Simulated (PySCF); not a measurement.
Write Cartesian coordinates for InChI=1S/H6PSSi/c1-3-2/h2H,3H2,1H3/q+1 as optimised with PBE0-D3(BJ)/def2-SVP. (Charge +1.)

```xyz
9
H6PSSi angstrom
P     -1.6432    0.0046    0.0497
Si     0.6849   -0.1319   -0.2168
S      1.4868    1.5088    0.8255
H     -2.1468    1.2556   -0.3716
H     -2.0519   -0.1059    1.3976
H     -2.4228   -0.9529   -0.6414
H      0.7977    0.0314   -1.6845
H      0.9696   -1.4794    0.3330
H      1.5794    0.8478    2.0044
```

Any rigid rotation of these coordinates is as good. Atoms count from 1 in this order. Si2 (SiH2 silicon) is distorted tetrahedral (angles from 100.5° to 116.9°). P1 (phosphorus bonded to Si and 3 H) is distorted tetrahedral (angles from 104.5° to 116.8°).

Bonds between heavy atoms (Å): P1–Si2 2.347, Si2–S3 2.103.

The calculation used PBE0-D3(BJ)/def2-SVP geometry optimisation, gas phase (PySCF).

Whether it is a minimum is left open (no frequencies). Torsions: P1–Si2–S3–H 89°.

On one thread, Arm Neoverse V1, no GPU, shared host, this took 39 s wall. These figures are those of the optimisation.

One conformer stands for the species.
